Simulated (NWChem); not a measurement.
# Correlation energy of acetonitrile (C2H3N)

```
C
H 1 1.0993
H 1 1.0993 2 108.68
H 1 1.0993 2 108.68 3 -118.12
C 1 1.4532 2 110.25 3 120.94
N 5 1.1569 2 150.64 1 180.00
```
Charge 0, spin multiplicity 1.

All runs are NWChem calculations. Structure: optimised with PBE0/def2-SVP, a minimum by its harmonic frequencies.

Basis set: def2-SVP. Each correlation energy counts from its own Hartree-Fock reference.

The correlated methods keep 3 core orbitals frozen. No row is a measurement; the coupled-cluster row has its own basis-set and correlation limits.

One of these methods gave a correlation energy of -418.4 mHa. Which?
A. CCSD+T(CCSD)
B. CCSD
C. SCS-MP2
D. CR-CCSD(T)

C, SCS-MP2. The others give -462.5 (CCSD+T(CCSD)), -457.9 (CR-CCSD(T)), -445.2 (CCSD).
